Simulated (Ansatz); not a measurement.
# LiMg− (triplet): the correlation ladder at distance Li1–Mg2 = 9.852 Å, aug-cc-pVTZ

How much of the correlation energy of LiMg− (triplet) does each wave-function method recover here?

The runs use Ansatz 0.2.0, Gaussian basis; aug-cc-pVTZ, core rule «outside noble gas», up to 6 orbitals frozen.

The runs, in order: UHF; CCSD(T) on ROHF; CCSD(T) on UHF; BCCD(T) on ROHF; CCSDT(Q) on ROHF; CCSDT(Q) on UHF; Full CI.

38 further runs of the same task are left out: 21 for a known fault of the program, 10 that didn't finish, 7 set aside as unsound or not needed.

## 1. The system

The geometry derives from a PBE0/def2-TZVPD stationary point (not a proven minimum). One bond is set to the value named and the two fragments are kept rigid.

2 atoms, charge -1, spin multiplicity 3.

Atoms are counted from 1 here; the program's logs count them from 0.

No contacts short enough for the rule that draws bonds.

## 2. UHF

Input file in.yaml:

```yaml
crystal:
  periodic: [false, false, false]
  atoms:
    - {symbol: Li, position_ang: [0.000000, 0.000000, 0.000000]}
    - {symbol: Mg, position_ang: [0.000000, 0.000000, 9.852000]}
basis:
  gaussian: {orbitals: aug-cc-pVTZ}
total_charge: -1
magnetization: {spin_polarized: true, initial_magnetization: 2}
hamiltonian: {xc: hf}
output: {orbitals: {seedname: orbitals}}
```

The run is started by

```
ansatz run in.yaml --threads 1 --pin off --events-out ev --progress --plain --max-ram 2393MiB
```

Further steps of the session: CCSD(T) on ROHF; CCSD(T) on UHF; BCCD(T) on ROHF; CCSDT(Q) on ROHF; CCSDT(Q) on UHF; Full CI.

Before running them: what should the planned runs give, taken together? Wanted: FCI from the RHF energy; RMP2 from FCI; UMP2 from FCI; RCCSD from FCI; RCCSD(T) from FCI; UCCSD(T) from FCI; RCCSDT(Q) from FCI; UCCSDT(Q) from FCI; T1 diagnostic.

As calculated:

```
                         quantity                                                                            value
          FCI from the ROHF energy                                                                       -1.0872 eV
                    RMP2 from FCI                                                                   +8.32 kcal/mol
                    UMP2 from FCI                                                                   +8.32 kcal/mol
                   RCCSD from FCI                                                                   +0.39 kcal/mol
                RCCSD(T) from FCI                                                                   +0.17 kcal/mol
                UCCSD(T) from FCI                                                                   +0.16 kcal/mol
               RCCSDT(Q) from FCI                                                                    0.00 kcal/mol
               UCCSDT(Q) from FCI                                                                   -0.01 kcal/mol
levels within 1 kcal/mol (43 meV)  RCCSD, UCCSD, RCCSD(T), UCCSD(T), BCCD(T), RCCSDT, UCCSDT, RCCSDT(Q), UCCSDT(Q)
                    T1 diagnostic                                                                            0.060
   effectively unpaired electrons                                                                             2.09
```

What this shows: RCCSD(T) lands +0.17 kcal/mol from the yardstick (0.7 % of the correlation energy). The occupations are near whole numbers, but T1 = 0.060 shows that the orbitals relax strongly. These misses are within one basis, not against nature; the frozen cores of restricted and unrestricted runs differ, which can shift their rows. The highest orbital lies above zero: the basis alone holds the extra electron.

Levels on UHF freeze UHF's core orbitals, full CI those of ROHF, so the U rows can settle a little off it for that reason alone.
